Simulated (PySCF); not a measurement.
**PS₂⁺: bending curve**

Computed with PySCF, PBE0, basis P def2-TZVP, S def2-TZVP (no relativity, density fitting).

Rigid scan from the singlet minimum (P–S 1.835 Å (×2); S–P–S 180.0°). Coordinate: the S–P–S angle, bonds fixed. Energies in kJ/mol from the minimum.

Question: Predict the curve at 80, 90, 100, 110, 120, 130, 140, 150, 160, 170, 180.

Answer: 
```csv
bond angle (°),E (kJ/mol),"dipole size (D, about the centre of mass)"
80,100.6,0.58
90,164.0,0.29
100,329.4,0.95
110,219.0,0.67
120,145.1,0.50
130,93.7,0.38
140,57.1,0.29
150,31.1,0.22
160,13.5,0.15
170,3.4,0.08
180,0.0,0.00
```

Other isomers or separated fragments may lie lower.
